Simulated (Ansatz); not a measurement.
Consider the homolysis of the H–Si bond: `O[SiH2]F` → H• + `O[SiH]F`•.

Gas-phase electronic energies from Ansatz, PBE0-D4/def2-TZVP geometries. CBS: MP2 limit from def2 TZ/QZ plus the TZ coupled-cluster correction, frozen cores. This one scheme is used for every species, atoms too. DFT in def2-TZVPP. B3LYP here is the variant with VWN-RPA as its local correlation; programs differ in this. HSE06 is defined as in plane-wave codes. Open shells (•) are unrestricted, without spin–orbit coupling. Each species was taken in one conformer, which may not be the lowest.

```csv
level,ΔE (eV)
B3LYP-D4,4.26
HSE06-D4,4.12
BLYP,4.11
B3LYP,4.24
r2SCAN0,4.17
BHLYP,4.31
HF/def2-QZVPP,3.51
MP2/CBS(def2),4.29
```

(1) What does CCSD(T)/CBS give? (Best estimate.)

Largest T1 diagnostic among the species: 0.014.

Results:

(1) The calculation gave: +4.40 eV. The listed levels differ from it by -0.14, -0.28, -0.29, -0.16, -0.23, -0.09, -0.89, -0.11 eV.

From r2SCAN to r2SCAN0 (25 % exact exchange), in def2-TZVPP and without D4, ΔE moves by +0.04 eV. At CCSD(T), def2-SVP lies −0.17 eV from the extrapolated value and def2-TZVPP −0.07 eV: correlation converges slowly with the basis, and small sets miss more of it in the bonded molecule than in its fragments. Leaving LDA and LC-ωPBE aside and taking each functional with its dispersion term where it has one, the values, not all of them listed here, spread over 0.37 eV, from revPBE-D4 to ωB97M-V. LDA lies +0.40 eV from PBE without D4, its usual overbinding.
